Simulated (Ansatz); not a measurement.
BH5SSi (`BS[SiH3]`), one more setting.

```yaml
crystal:
  periodic: [false, false, false]
  atoms:
    - {symbol: B, position_ang: [-1.228454, 1.076332, -0.549130]}
    - {symbol: S, position_ang: [-1.235891, -0.415397, 0.256147]}
    - {symbol: Si, position_ang: [0.907968, -0.920911, 0.429696]}
    - {symbol: H, position_ang: [-0.105237, 1.560486, -0.940880]}
    - {symbol: H, position_ang: [-2.228713, 1.575853, -0.781098]}
    - {symbol: H, position_ang: [1.634104, 0.173559, 1.176928]}
    - {symbol: H, position_ang: [1.414618, -1.041034, -0.883360]}
    - {symbol: H, position_ang: [1.009586, -2.159812, 1.205026]}
basis:
  gaussian: {orbitals: def2-SVPD}
magnetization: {spin_polarized: true, initial_magnetization: 2}
hamiltonian: {xc: {name: B97}}
output: {forces: true}
```

```sh
$ ansatz run in.yaml --threads 2 --pin off --events-out ev --progress --plain --max-ram 4352MiB
```

Output, abridged:

```
Functional definition: B97
991 factors; their error is unknown
mean field evaluation 1: about -19453.6579 eV, gradient 2.2e1 eV
mean field evaluation 2: about -19439.3654 eV, gradient 4.3e1 eV
mean field evaluation 4: about -19457.2648 eV, gradient 3.0e0 eV
mean field evaluation 8: about -19457.3415 eV, gradient 1.8e-1 eV
mean field evaluation 16: about -19457.4575 eV, gradient 4.8e-3 eV
mean field -19457.45749394 eV, -715.0483741641 hartree, gradient 2.0e-5 eV, S^2 2.005064; 5 other end points of the search recorded, 0 dependent functions left out
reference -19457.45752953 eV, -715.0483754717 hartree; 21, 19 occupied and 90, 92 virtual orbitals, 991 factors
Total energy: -19457.45752953 eV, -715.0483754717 hartree
Atom 0 at    -1.228454     1.076332    -0.549130 Å, force     1.707934     2.989020    -1.281490 eV/Å
Atom 1 at    -1.235891    -0.415397     0.256147 Å, force     0.810972    -4.061129     1.166802 eV/Å
Atom 2 at     0.907968    -0.920911     0.429696 Å, force    -0.426664     0.851341     2.402098 eV/Å
Atom 3 at    -0.105237     1.560486    -0.940880 Å, force    -0.786095    -0.509421    -0.251787 eV/Å
Atom 4 at    -2.228713     1.575853    -0.781098 Å, force    -1.402412     1.395737    -0.265553 eV/Å
Atom 5 at     1.634104     0.173559     1.176928 Å, force    -0.165301    -0.158073    -0.276065 eV/Å
Atom 6 at     1.414618    -1.041034    -0.883360 Å, force     0.345557    -0.103343    -1.608710 eV/Å
Atom 7 at     1.009586    -2.159812     1.205026 Å, force    -0.083990    -0.404132     0.114706 eV/Å
Dipole moment:     0.401192    -0.420632     0.204723 e Å
```

Hardware: 2 threads of an Arm Neoverse V1 on a shared host. Wall time 30 s, peak host memory 0.46 GiB.
